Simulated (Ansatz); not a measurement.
CH9NSi, singlet: a pair in one relaxed arrangement.

in.yaml

```yaml
crystal:
  periodic: [false, false, false]
  atoms:
    - {symbol: N, position_ang: [-0.124673, 0.043765, -2.614500]}
    - {symbol: H, position_ang: [0.795081, 0.042608, -2.191243]}
    - {symbol: H, position_ang: [-0.566997, 0.923933, -2.382012]}
    - {symbol: H, position_ang: [-0.659041, -0.693874, -2.172551]}
    - {symbol: C, position_ang: [-0.478401, 0.770293, 1.313362]}
    - {symbol: Si, position_ang: [0.558231, -0.762126, 1.042989]}
    - {symbol: H, position_ang: [-0.806756, 1.184234, 0.357757]}
    - {symbol: H, position_ang: [0.092936, 1.537959, 1.839715]}
    - {symbol: H, position_ang: [-1.365047, 0.539369, 1.907802]}
    - {symbol: H, position_ang: [-0.219654, -1.806931, 0.322418]}
    - {symbol: H, position_ang: [1.006412, -1.332566, 2.341886]}
    - {symbol: H, position_ang: [1.768111, -0.446761, 0.234574]}
basis:
  gaussian: {orbitals: def2-SVP}
hamiltonian: {xc: {name: wB97M-V}}
```

Command:

```bash
ansatz run in.yaml --threads 4 --pin off --events-out ev --progress --plain --max-ram 9574MiB
```

Output of Ansatz 0.2.0:

```
Functional definition: wB97M-V
  name "wB97M-V"
  cite "Mardirossian & Head-Gordon, J. Chem. Phys. 144, 214110 (2016) doi:10.1063/1.4952647"
  cite "Becke, J. Chem. Phys. 107, 8554 (1997) doi:10.1063/1.475007"
  cite "Vydrov & Van Voorhis, J. Chem. Phys. 133, 244103 (2010) doi:10.1063/1.3521275"
  # Of w^i u^j: cxij and so on, Table III.
  parameter omega = 0.3/bohr
  parameter cx = 0.15
  parameter cx01 = 1.007
  parameter cx10 = 0.259
  parameter css00 = 0.443
  parameter css04 = -1.437
  parameter css10 = -4.535
  parameter css20 = -3.390
  parameter css43 = 4.278
  parameter cos00 = 1.000
  parameter cos10 = 1.358
  parameter cos20 = 2.924
  parameter cos21 = -8.812
  parameter cos60 = -1.390
  parameter cos61 = 9.142
  parameter b = 6.0
  parameter c = 0.01
  gx(w, u) = 1 - cx + cx01*u + cx10*w
  gss(w, u) = css00 + css04*u^4 + css10*w + css20*w^2 + css43*w^4*u^3
  gos(w, u) = cos00 + cos10*w + (cos20 + cos21*u)*w^2 + (cos60 + cos61*u)*w^6
  exchange = spin_sum(e_x_unif_sr(omega)*gx(b97_w, b97_u_x)) + cx*exact_x_sr(omega) + exact_x_lr(omega)
  correlation = spin_sum(e_c_pw_mod_same_spin*gss(b97_w, b97_u_same))
      + integral(e_c_pw_mod_opposite_spin*gos(b97_w_opposite, b97_u_opposite)) + vv10(b, c)
1048 factors; their error is unknown
312 factors; integrals over basis functions are off by at most 9.5e-6 eV
mean field evaluation 1: about -10539.3627 eV, gradient 4.7e1 eV
mean field evaluation 2: about -10540.8780 eV, gradient 3.9e1 eV
mean field evaluation 4: about -10544.1459 eV, gradient 1.1e0 eV
mean field evaluation 8: about -10544.1552 eV, gradient 1.8e-1 eV
mean field -10544.15525446 eV, -387.4905585162 hartree, gradient 2.3e-5 eV, S^2 0.000000; 0 other end points of the search recorded, 0 dependent functions left out
reference -10544.15529739 eV, -387.4905600940 hartree; 18, 18 occupied and 73, 73 virtual orbitals, 1048 factors
Total energy: -10544.15529739 eV, -387.4905600940 hartree
```

The lines “mean field evaluation” count trial sets of orbitals through the whole run, from several starts and some on an approximate energy, so they need not fall steadily or lie above the final value.

Hardware: 4 CPU threads of an Intel Xeon Platinum 8259CL, shared host. Wall time about 2.6 s.
